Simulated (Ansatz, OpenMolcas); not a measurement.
How methods differ on C2H5B (SMILES BC=C)

C2H5B: 8 atoms, total charge 0, spin state singlet. SMILES: `BC=C`. The shape is that of a PBE0-D4/def2-TZVP optimisation.

Each level gives the HOMO–LUMO gap (eV). The values are calculated.

```
            level                    kind     program  value (eV)
  SVWN5/6-311+G**                     LDA  OpenMolcas        4.34
  M06-L/6-311+G**                meta-GGA  OpenMolcas        4.86
  BHLYP/6-311+G**           global hybrid      Ansatz        8.31
   PBE0/6-311+G**           global hybrid  OpenMolcas        6.40
r2SCAN0/6-311+G**         hybrid meta-GGA      Ansatz        6.69
wB97M-V/6-311+G**  range-separated hybrid      Ansatz       10.60
  wB97X/6-311+G**  range-separated hybrid      Ansatz       10.92
 B2PLYP/6-311+G**           double hybrid  OpenMolcas        8.53
```

The values span 4.34 to 10.92 eV. Orbital gaps aren't excitation energies, and those of double hybrids come from the SCF part alone; they tend to grow with the share of exact exchange.
